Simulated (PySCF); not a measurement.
Stepwise substitution at one centre (C H-NH2). All species are isolated molecules in the gas phase. One relaxed conformer stands for each flexible species; it need not be the lowest. Strings in code marks are SMILES.

All values below come from r2SCAN-D4/def2-TZVP (PySCF). Delta-SCF ions had no search for a lower state. 

```json
[
 {"species": "0 of 4 H replaced by NH2 (`C`)", "HOMO–LUMO gap (eV)": "?", "vertical ionisation energy (Delta-SCF) (eV)": "14.00", "HOMO (eV)": "-9.81"},
 {"species": "1 of 4 H replaced by NH2 (`CN`)", "HOMO–LUMO gap (eV)": "6.82", "vertical ionisation energy (Delta-SCF) (eV)": "9.45", "HOMO (eV)": "-5.62"},
 {"species": "2 of 4 H replaced by NH2 (`C(N)N`)", "HOMO–LUMO gap (eV)": "?", "vertical ionisation energy (Delta-SCF) (eV)": "8.80", "HOMO (eV)": "-5.41"}
]
```

**Question.** Some entries are withheld; supply them.

**Answer.** 
- 0 of 4 H replaced by NH2 (`C`), HOMO–LUMO gap (eV): 11.78
- 2 of 4 H replaced by NH2 (`C(N)N`), HOMO–LUMO gap (eV): 6.23
